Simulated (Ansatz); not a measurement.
The input, for Ansatz 0.2.0:

```yaml
crystal:
  periodic: [false, false, false]
  atoms:
    - {symbol: Al, position_ang: [-0.493613, 0.000000, 0.323087]}
    - {symbol: C, position_ang: [1.043596, 0.000000, -0.833180]}
    - {symbol: H, position_ang: [0.777940, 0.000000, 1.279532]}
basis:
  gaussian: {orbitals: def2-TZVP}
magnetization: {spin_polarized: false}
correlation: {method: bccd_t, electrons: outside_noble_gas, diis_vectors: 2}
output: {forces: true}
```

```sh
$ ansatz run in.yaml --threads 1 --pin off --events-out ev --progress --plain --max-ram 2393MiB
```

Output:

```
474 factors; integrals over basis functions are off by at most 1.3e-3 eV
mean field evaluation 1: about -7620.1019 eV, gradient 1.7e1 eV
mean field evaluation 2: about -7620.1116 eV, gradient 1.7e1 eV
mean field evaluation 4: about -7621.3914 eV, gradient 2.6e0 eV
mean field evaluation 8: about -7621.5377 eV, gradient 2.9e-1 eV
mean field evaluation 16: about -7621.5892 eV, gradient 1.2e0 eV
mean field evaluation 32: about -7621.8095 eV, gradient 2.4e-6 eV
mean field evaluation 64: about -7621.5408 eV, gradient 2.3e-6 eV
mean field evaluation 96: about -7621.7913 eV, gradient 3.5e-6 eV
mean field evaluation 128: about -7621.7913 eV, gradient 1.4e-6 eV
mean field evaluation 160: about -7621.7517 eV, gradient 1.3e0 eV
...
cycle  24  -6.69342531 eV  change    3.0e-6 eV  update   1.8e-6
cycle  25  -6.69342667 eV  change   -1.4e-6 eV  update   1.7e-6
cycle   1  -6.69342672 eV  update   1.5e-6
cycle   2  -6.69342701 eV  change   -2.9e-7 eV  update   1.4e-6
cycle   3  -6.69342768 eV  change   -6.6e-7 eV  update   1.4e-6
cycle   4  -6.69342757 eV  change    1.1e-7 eV  update   1.3e-6
cycle   5  -6.69342823 eV  change   -6.6e-7 eV  update   1.2e-6
cycle   6  -6.69342781 eV  change    4.2e-7 eV  update   1.1e-6
cycle   7  -6.69342829 eV  change   -4.8e-7 eV  update   1.1e-6
cycle   8  -6.69342798 eV  change    3.1e-7 eV  update   9.9e-7
perturbative correction -0.67170860 eV, -0.0246848359 hartree
WARN: the results are in doubt because among natural orbitals full CI differs from the method by -0.086 eV
the calculation of the forces begins
Total energy: -7628.90590397 eV, -280.3571209127 hartree
Atom 0 at    -0.493613     0.000000     0.323087 Å, force     0.309620    -0.000000    -1.402683 eV/Å
Atom 1 at     1.043596     0.000000    -0.833180 Å, force    -1.162561     0.000000     1.416998 eV/Å
Atom 2 at     0.777940     0.000000     1.279532 Å, force     0.852941    -0.000000    -0.014315 eV/Å
Dipole moment:    -0.549737     0.000007     0.263596 e Å
In doubt: among natural orbitals full CI differs from the method by -0.086 eV
```

Forces (eV/Å):
```
Al   0.310  0.000 -1.403
C   -1.163  0.000  1.417
H    0.853  0.000 -0.014
```

Ran on 1 thread of Arm Neoverse V2, shared host: 15 s wall, 0.31 GiB peak host memory.
